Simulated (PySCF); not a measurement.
# Threshold energies of P2 in a plasma

PBE in PySCF with def2-TZVPPD on every atom, for the lowest determinant that a PBE0 search found; no spin–orbit coupling.

```tsv
species	state (unpaired electrons)	Re (Å)	ωe (cm⁻¹)	energy of the minimum from the neutral (eV)	De (eV)	dissociates to
P2	singlet (closed shell)	1.904	784	0.00	5.30	P + P
P₂⁺	doublet (π ↑)	1.996	675	10.34	5.43	P⁺ + P
```

**Question.** Work out the lowest energy to break P2 into atoms, from its vibrational ground state.

**Answer.** D0 = De − ωe/2 = 5.30 − 0.05 = 5.25 eV (PBE/def2-TZVPPD).

**Question.** Work out the ionisation energy of the P atom at this level and the threshold of dissociative ionisation.

**Answer.** IE(P) = 10.34 + 5.43 − 5.30 = 10.47 eV, so P⁺ + P + e⁻ appears at D0 + IE(P) = 15.72 eV (PBE/def2-TZVPPD). The measured IE(P) is 10.487 eV (NIST ASD).

These are thermodynamic thresholds; the onsets seen under electron impact lie higher where the geometry changes, and cross-sections peak well above them.

States were picked by a PBE0 search and need not be the measured ground states.
